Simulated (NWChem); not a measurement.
**CAM-B3LYP/6-31G(d) (spherical functions) run of CH5O+ (SMILES C[OH2+])**

Aim: the vertical ionisation energy of CH5O+ at CAM-B3LYP/6-31G* (spherical functions), from 2 runs. 

The results are computed with NWChem 7.3.0.

3 further runs of the same task are left out: 3 set aside as unsound or not needed.

### 1 The structure to begin with

The species is CH5O+ (7 atoms), meant as a singlet with charge +1. As SMILES, `C[OH2+]`. The shape is that of a PBE0-D4/def2-TZVP optimisation.

Bond lengths: C1–O2 1.498 Å, C1–H3 1.086 Å, C1–H4 1.086 Å, C1–H5 1.087 Å, O2–H6 0.974 Å, O2–H7 0.974 Å. Angles: C1–O2–H6 114.4°, C1–O2–H7 114.4°, O2–C1–H3 104.9°, O2–C1–H4 104.9°, O2–C1–H5 108.6°, H6–O2–H7 110.3°, H3–C1–H4 111.4°, H3–C1–H5 113.1°, H4–C1–H5 113.1°.

### 2 The energy at CAM-B3LYP/6-31G(d) (spherical functions)

calc.nw reads:

```
start calc
title "CH5O"
memory total 2200 mb
charge 1

geometry units angstrom noautosym nocenter noautoz
C     -0.310200    -0.443600    -0.333100
O      0.309300     0.508700     0.643200
H     -0.013400    -1.429700     0.011600
H     -1.380700    -0.292600    -0.230000
H      0.059900    -0.210100    -1.328200
H      0.058900     1.440400     0.510200
H      1.276200     0.426900     0.726300
end

basis spherical bse
C library 6-31G*
O library 6-31G*
H library 6-31G*
end

dft
xc xcamb88 1.00 lyp 0.81 vwn_5 0.19 hfexch 1.00
cam 0.33 cam_alpha 0.19 cam_beta 0.46
grid lebedev 75 11
convergence energy 1e-08
direct
iterations 100
mulliken
print low
end

task dft
```

On the command line:

```console
$ nwchem calc.nw > calc.out
```

Output:

```text
[...]
 d= 0,ls=0.0,diis     1   -115.8296963415 -1.62D+02  2.45D-02  1.42D+00     0.6
[...]
 d= 0,ls=0.0,diis     8   -115.9574672637 -4.42D-10  4.37D-07  7.02D-10     3.7
         Total DFT energy =     -115.957467263736
      One electron energy =     -242.710865145403
           Coulomb energy =       96.286974224951
    Exchange-Corr. energy =      -15.533623431706
 Nuclear repulsion energy =       46.000047088421
[...]
      Total Density - Mulliken Population Analysis
     ---------------------------------------------
    Atom       Charge   Shell Charges
 -----------   ------   -------------------------------------------------------
    1 C    6     6.28   2.00  0.69  2.05  0.64  0.85  0.05
    2 O    8     8.60   2.00  0.89  3.01  0.92  1.75  0.03
    3 H    1     0.72   0.51  0.21
    4 H    1     0.72   0.51  0.21
    5 H    1     0.74   0.51  0.23
    6 H    1     0.47   0.43  0.04
    7 H    1     0.47   0.43  0.04
[...]
```

Wall time 4.5 s (1 thread of Intel Xeon Platinum 8488C (Sapphire Rapids), shared host); peak memory 0.11 GiB.

### 3 Doublet [CH5O]2+

mol.xyz reads:

```xyz
7
CH5O CAM-B3LYP
C     -0.310200    -0.443600    -0.333100
O      0.309300     0.508700     0.643200
H     -0.013400    -1.429700     0.011600
H     -1.380700    -0.292600    -0.230000
H      0.059900    -0.210100    -1.328200
H      0.058900     1.440400     0.510200
H      1.276200     0.426900     0.726300
```

mol.nw reads:

```
START mol
TITLE "CH5O CAM-B3LYP"
memory 2200 mb
charge 2

GEOMETRY units angstroms noautosym nocenter noautoz
  load format xyz mol.xyz
END

BASIS spherical bse
  * library 6-31G*
END

DFT
  xc xcamb88 1.00 lyp 0.81 vwn_5 0.19 hfexch 1.00
  cam 0.33 cam_alpha 0.19 cam_beta 0.46
  mult 2
  grid lebedev 75 11
  convergence energy 1e-08
  direct
  maxiter 100
  mulliken
  print low
END

TASK dft energy
```

On the command line:

```console
$ nwchem mol.nw > mol.out
```

Output:

```text
[...]
 d= 0,ls=0.0,diis     1   -114.7683627587 -1.61D+02  2.26D-02  1.15D+00     0.9
[...]
 d= 0,ls=0.0,diis    12   -115.2035558792 -3.76D-09  5.32D-07  4.02D-10     7.5
[...]
         Total DFT energy =     -115.203555879159
      One electron energy =     -236.089146984439
           Coulomb energy =       89.996564588686
    Exchange-Corr. energy =      -15.111020571827
 Nuclear repulsion energy =       46.000047088421
[...]
      Total Density - Mulliken Population Analysis
     ---------------------------------------------
    Atom       Charge   Shell Charges
 -----------   ------   -------------------------------------------------------
    1 C    6     6.24   2.00  0.75  1.99  0.70  0.76  0.05
    2 O    8     8.39   2.00  0.92  2.95  0.91  1.58  0.03
    3 H    1     0.56   0.47  0.09
    4 H    1     0.56   0.47  0.09
    5 H    1     0.49   0.42  0.08
    6 H    1     0.38   0.39 -0.01
    7 H    1     0.38   0.39 -0.01
[...]
      <S2> =      0.7541 (Exact =     0.7500)
[...]
```

Run time: 8.1 s. Hardware: 1 thread of Intel Xeon Platinum 8488C (Sapphire Rapids), shared host; peak memory 0.11 GiB.

### 4 Outcome

Level: CAM-B3LYP/6-31G* (spherical functions).

| quantity | value |
| --- | --- |
| singlet CH5O+: total energy | -115.95747 Eh |
| doublet [CH5O]2+: total energy | -115.20356 Eh |
| doublet [CH5O]2+: ⟨S²⟩ | 0.754 |
| vertical ionisation energy (to the doublet dication) | 20.515 eV |

**Reading.** The vertical ionisation energy comes to 20.51 eV (1979 kJ/mol). Mulliken charges (doublet [CH5O]2+) run from -0.39 on O2 to +0.62 on H6.
